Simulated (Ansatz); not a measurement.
System: rock-salt MgS. Method: PBEsol-D3(BJ) (PAW; Ansatz, a first-principles code).

Settings: plane-wave cutoff 520 eV, 12×12×12 k mesh, Fermi–Dirac smearing 0.01 eV, scalar-relativistic PAW data made under PBE.

Computed at the level's own relaxed cell.

```yaml
crystal:
  lattice:
    - [0.00000, 2.55928, 2.55928]
    - [2.55928, 0.00000, 2.55928]
    - [2.55928, 2.55928, 0.00000]
  atoms:
    - { symbol: Mg, position: [0.00000, 0.00000, 0.00000] }
    - { symbol: S, position: [0.50000, 0.50000, 0.50000] }
```

List the 5 lowest band energies at Γ above −25 eV (eV, relative to the valence band maximum), grouping those that round alike.

At Γ: -12.97, 0.00 (×3), 3.99.
